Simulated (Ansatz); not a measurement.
# A relaxation, step by step

CH₅BO, closed shell, PBE0-D4/def2-TZVP (Ansatz 0.2.0). Settings:

```yaml
hamiltonian: {xc: pbe0, dispersion: d4}
relax: {f_tol: 0.005, max_steps: 200}
```

Start, a step off a saddle point along its unstable mode:

B1  (-0.865, -0.384, -0.722)
C2  (0.579, 0.289, 0.489)
O3  (-0.807, -1.586, -0.926)
H4  (0.294, -0.603, 0.094)
H5  (-1.472, 0.658, -0.957)
H6  (1.396, -0.186, 1.000)
H7  (0.970, 1.055, -0.200)
H8  (-0.096, 0.758, 1.221)
(Å)

```
step  energy less the last (meV)  largest force component (eV/Å)
   1                      1565.5                           4.333
   2                      1031.9                           1.877
   3                       519.1                           1.325
   4                       225.3                           0.856
   5                        97.9                           1.835
   6                        21.2                           0.652
   7                         8.5                           0.195
   8                         0.1                           0.024
   9                         0.0                           0.005
  10                         0.0                           0.004
```

Step 3, positions (Å) and forces (eV/Å):

```json
{"atom": "B1", "x": "-1.060", "y": "-0.472", "z": "-0.888", "Fx": "-1.219", "Fy": "-1.325", "Fz": "-1.159"}
{"atom": "C2", "x": "0.710", "y": "0.333", "z": "0.597", "Fx": "0.402", "Fy": "-0.767", "Fz": "0.135"}
{"atom": "O3", "x": "-1.042", "y": "-1.671", "z": "-1.117", "Fx": "0.169", "Fy": "0.928", "Fz": "0.305"}
{"atom": "H4", "x": "0.346", "y": "-0.620", "z": "0.128", "Fx": "0.512", "Fy": "0.679", "Fz": "0.525"}
{"atom": "H5", "x": "-1.486", "y": "0.620", "z": "-0.979", "Fx": "0.305", "Fy": "0.170", "Fz": "0.254"}
{"atom": "H6", "x": "1.586", "y": "0.007", "z": "1.181", "Fx": "-0.247", "Fy": "0.309", "Fz": "-0.123"}
{"atom": "H7", "x": "1.000", "y": "1.048", "z": "-0.170", "Fx": "0.060", "Fy": "0.008", "Fz": "0.008"}
{"atom": "H8", "x": "-0.053", "y": "0.755", "z": "1.247", "Fx": "0.018", "Fy": "-0.003", "Fz": "0.055"}
```

Step 4, positions (Å) and forces (eV/Å):

| atom | x | y | z | Fx | Fy | Fz |
| --- | --- | --- | --- | --- | --- | --- |
| B1 | -1.206 | -0.533 | -1.002 | -0.856 | 0.068 | -0.670 |
| C2 | 0.777 | 0.346 | 0.649 | -0.110 | -0.722 | -0.236 |
| O3 | -1.141 | -1.718 | -1.204 | 0.154 | 0.152 | 0.169 |
| H4 | 0.409 | -0.599 | 0.181 | 0.489 | 0.554 | 0.479 |
| H5 | -1.511 | 0.615 | -1.000 | 0.281 | -0.307 | 0.170 |
| H6 | 1.656 | 0.087 | 1.250 | -0.161 | 0.174 | -0.085 |
| H7 | 1.034 | 1.047 | -0.145 | 0.089 | 0.036 | 0.105 |
| H8 | -0.019 | 0.755 | 1.272 | 0.114 | 0.046 | 0.067 |

Step 7, positions (Å) and forces (eV/Å):

```json
{"atom": "B1", "x": "-1.569", "y": "-0.561", "z": "-1.279", "Fx": "-0.128", "Fy": "-0.146", "Fz": "-0.159"}
{"atom": "C2", "x": "0.943", "y": "0.346", "z": "0.773", "Fx": "0.065", "Fy": "-0.073", "Fz": "0.033"}
{"atom": "O3", "x": "-1.406", "y": "-1.742", "z": "-1.398", "Fx": "0.080", "Fy": "-0.050", "Fz": "0.067"}
{"atom": "H4", "x": "0.778", "y": "-0.677", "z": "0.434", "Fx": "-0.114", "Fy": "0.025", "Fz": "-0.080"}
{"atom": "H5", "x": "-1.784", "y": "0.583", "z": "-1.217", "Fx": "0.038", "Fy": "0.195", "Fz": "0.084"}
{"atom": "H6", "x": "1.814", "y": "0.341", "z": "1.418", "Fx": "0.165", "Fy": "0.073", "Fz": "0.138"}
{"atom": "H7", "x": "1.136", "y": "1.004", "z": "-0.072", "Fx": "-0.034", "Fy": "-0.007", "Fz": "-0.067"}
{"atom": "H8", "x": "0.087", "y": "0.705", "z": "1.341", "Fx": "-0.072", "Fy": "-0.016", "Fz": "-0.016"}
```

Last step (10):

```tsv
atom	x (Å)	y (Å)	z (Å)
B1	-1.6228	-0.5627	-1.3231
C2	0.9723	0.3420	0.7937
O3	-1.4093	-1.7393	-1.4016
H4	0.8086	-0.6818	0.4579
H5	-1.8384	0.5875	-1.2513
H6	1.8437	0.3738	1.4471
H7	1.1468	0.9880	-0.0671
H8	0.0991	0.6925	1.3444
```

Hardware: 2 CPU threads of an Arm Neoverse V2, shared host. Wall time about 14 s.
